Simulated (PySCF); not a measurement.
# Changing the system itself: AlF

Aim: change spin, charge, geometry, field or solvent of AlF, one at a time, and compare with the base run.

Computed with PySCF 2.14.0. Level: method and basis as typed in the scripts.

1 further run of the same task is left out (it didn't finish).

**1. The starting structure**

AlF: 2 atoms, charge 0, spin multiplicity 1.

Bond lengths: Al1–F2 1.629 Å.

**2. The base run**

File input.py:

```python
from pyscf import gto, dft
from pyscf.prop.polarizability import uhf as pol

mol = gto.M(
    atom='Al 0 0 0; F 0 0 1.629',
    basis='minao',
    charge=0,
    spin=0,
    verbose=3,
)
mf = dft.UKS(mol, xc='r2scan')
mf.kernel()
print('polarizability (a.u.)')
print(pol.Polarizability(mf).polarizability().round(4))
mf.dip_moment()
print('orbital energies (hartree):', [e[max(0, n-3):n+3].round(4) for e, n in zip(mf.mo_energy, mol.nelec)])
```

Command:

```sh
$ OMP_NUM_THREADS=1 python input.py
```

The log of this run is left out.

It gives: E(SCF) = -342.219278 Eh, μ = 0.24 D, α(xx, yy, zz) = 31.2, 31.2, 22.1 bohr³.

The bond length is a typed value, not an optimised one.

**3. Charge -1 (doublet)**

Run 1 changes charge: 0 → -1; spin (2S): 0 → 1.

File input.py:

```python
from pyscf import gto, dft
from pyscf.prop.polarizability import uhf as pol

mol = gto.M(
    atom='Al 0 0 0; F 0 0 1.629',
    basis='minao',
    charge=-1,
    spin=1,
    verbose=3,
)
mf = dft.UKS(mol, xc='r2scan')
mf.kernel()
print('polarizability (a.u.)')
print(pol.Polarizability(mf).polarizability().round(4))
mf.dip_moment()
print('orbital energies (hartree):', [e[max(0, n-3):n+3].round(4) for e, n in zip(mf.mo_energy, mol.nelec)])
```

Command:

```sh
$ OMP_NUM_THREADS=1 python input.py
```

**4. Electric field 0.2 a.u.**

Run 2 changes electric field: none → 0.2 a.u.

input.py: that of step 2 with these lines changed.

```diff
@@ -11,2 +11,7 @@
 mf = dft.UKS(mol, xc='r2scan')
+field = 0.2  # electric field along z, atomic units
+h = mf.get_hcore() + field*mol.intor('int1e_r')[2]
+mf.get_hcore = lambda *args: h
+e_nuc = mol.energy_nuc() - field*mol.atom_charges() @ mol.atom_coords()[:, 2]
+mf.energy_nuc = lambda *args: e_nuc
 mf.kernel()
```

**5. Bond 2.036 Å**

Run 3 changes bond length: 1.629 Å → 2.036 Å.

input.py: that of step 2 with these lines changed.

```diff
@@ -4,3 +4,3 @@
 mol = gto.M(
-    atom='Al 0 0 0; F 0 0 1.629',
+    atom='Al 0 0 0; F 0 0 2.036',
     basis='minao',
```

**6. Electric field 0.001 a.u.**

Run 4 changes electric field: none → 0.001 a.u.

input.py: that of step 2 with these lines changed.

```diff
@@ -11,2 +11,7 @@
 mf = dft.UKS(mol, xc='r2scan')
+field = 0.001  # electric field along z, atomic units
+h = mf.get_hcore() + field*mol.intor('int1e_r')[2]
+mf.get_hcore = lambda *args: h
+e_nuc = mol.energy_nuc() - field*mol.atom_charges() @ mol.atom_coords()[:, 2]
+mf.energy_nuc = lambda *args: e_nuc
 mf.kernel()
```

**7. Electric field -0.01 a.u.**

Run 5 changes electric field: none → -0.01 a.u.

input.py: that of step 2 with these lines changed.

```diff
@@ -11,2 +11,7 @@
 mf = dft.UKS(mol, xc='r2scan')
+field = -0.01  # electric field along z, atomic units
+h = mf.get_hcore() + field*mol.intor('int1e_r')[2]
+mf.get_hcore = lambda *args: h
+e_nuc = mol.energy_nuc() - field*mol.atom_charges() @ mol.atom_coords()[:, 2]
+mf.energy_nuc = lambda *args: e_nuc
 mf.kernel()
```

What does the calculation give? Wanted: for each run, E(SCF); from base; gap, α spin; SCF dipole; after the SCF.

As calculated:

| run | E(SCF) (hartree) | from base (eV) | gap, α spin (eV) | SCF dipole (D) | after the SCF |
| --- | --- | --- | --- | --- | --- |
| base | -342.219278 | 0 | 4.26 | 0.24 | mean α 28.1 bohr³ |
| charge -1 (doublet) | -342.183677 | +0.9688 | 0.43 | n/a | n/a |
| electric field 0.2 a.u. (poor choice) | -342.546319 | not comparable | 2.29 | 8.00 | mean α 16.6 bohr³ |
| bond 2.036 Å | -342.213734 | +0.1509 | 3.87 | 1.69 | mean α 30.6 bohr³ |
| electric field 0.001 a.u. | -342.219194 | +0.0023 | 4.27 | 0.19 | mean α 28.0 bohr³ |
| electric field -0.01 a.u. | -342.221353 | -0.0565 | 4.13 | 0.82 | mean α 29.2 bohr³ |

The largest comparable shift of the SCF energy, +0.151 eV, comes with the run “bond 2.036 Å”. At the SCF level, adding an electron (to the doublet) costs 0.97 eV at fixed geometry; correlation, diffuse functions and relaxation can still bind it. Rows marked «poor choice» come from settings spoiled on purpose.
